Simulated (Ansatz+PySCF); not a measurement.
## doublet CH3O2: levels of theory in one basis

```yaml
atoms:
  - { symbol: C, position_ang: [0.0068, 0.5088, -0.1463] }
  - { symbol: O, position_ang: [-1.1468, -0.2241, -0.0795] }
  - { symbol: O, position_ang: [1.1747, -0.1686, 0.0799] }
  - { symbol: H, position_ang: [0.0248, 1.5166, 0.3141] }
  - { symbol: H, position_ang: [1.0767, -1.0477, -0.3076] }
  - { symbol: H, position_ang: [-1.3666, -0.4378, 0.8419] }
```

Basis set: cc-pVTZ (spherical functions). Left uncorrelated: 3 orbitals. Correlation on ROHF uses semicanonical orbitals with singles. Charge 0, multiplicity 2.

Computed with Ansatz (development build ahead of 0.2.0) and PySCF 2.14.0; each method stands on the lowest determinant of its kind that the runs found.

```
  method  E − E(ROHF) (eV)  <S²> of the determinant
    ROHF              0.00                     0.75
     UHF             -0.10                     0.76
ROHF-MP2            -17.12                        –
 UHF-MP2            -17.11                     0.76
```

Problem. What does ROHF-CCSD(T) give on the same scale?

Solution. -18.16 eV.
